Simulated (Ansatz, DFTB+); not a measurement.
Ladder of methods for the lattice constant a of bcc Nb

Reference value: 3.294 Å (measured, static lattice: zero-point anharmonic expansion removed; as tabulated in Mejia-Rodriguez and Trickey (2018), arXiv:1807.09216).

**Question.** Which of these levels comes closest to the reference?
A) GFN1-xTB (DFTB+)
B) PBE0 (Ansatz (a quantum-chemistry and plane-wave program))
C) PBE (Ansatz)
D) r²SCAN+rVV10 (Ansatz)

**Answer.** D, r²SCAN+rVV10 (Ansatz)

```csv
level (code),value (Å),error (%)
GFN1-xTB (DFTB+),3.368,+2.25
PBE (Ansatz),3.310,+0.49
r²SCAN+rVV10 (Ansatz),3.295,+0.03
PBE0 (Ansatz),3.301,+0.21
```

Of these levels r²SCAN+rVV10 (+0.03 %) comes nearest. Farthest off: GFN1-xTB (+2.25 %). Within 0.3 %: r²SCAN+rVV10, PBE0. Of the first-principles levels, DFT without exact exchange (r²SCAN+rVV10) would do here.

GFN1-xTB: the method was fitted mainly to molecules. Cutoffs and k meshes differ between the levels. Ansatz's density-functional and Hartree–Fock values are scalar-relativistic unless marked +SOC, with PAW data made under PBE.

Differences are worked out from the printed values.
